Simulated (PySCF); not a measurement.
**Beryllium: a sound run and one with changed settings**

Sound run: Be [He] 2s2, Be⁺ [He] 2s1. Computed with PySCF 2.14 in cc-pVTZ (4s3p2d1f, 30 functions), with the non-relativistic Hamiltonian (point nucleus). The sound run starts from symmetry-adapted Hartree-Fock orbitals and uses a fine grid where one is needed.

A second run was set up differently.

```
species  method  sound run (hartree)  changed run (hartree)  converged
     Be     UHF            -14.57287              -14.57287        yes
     Be    BP86            -14.65832              -14.67429        yes
     Be     PBE            -14.62868              -14.64555        yes
    Be⁺     UHF            -14.27724              -14.27724        yes
    Be⁺    BP86            -14.32360              -14.31841        yes
    Be⁺     PBE            -14.29811              -14.29276        yes
```

Ionisation energy of Be:

```
method  sound run (eV)  changed run (eV)
   UHF           8.045             8.045
  BP86           9.108             9.684
   PBE           8.995             9.600
```

Q: What was changed?
A. basis contracted for another Hamiltonian
B. radial grid too coarse
C. minimal basis
D. level shift left on

A: B. It used radial step 1.2 in ln r (0.13 in the sound run). A coarse radial grid mis-integrates the density and the exchange-correlation energy, with errors of either sign; Hartree-Fock needs no grid.
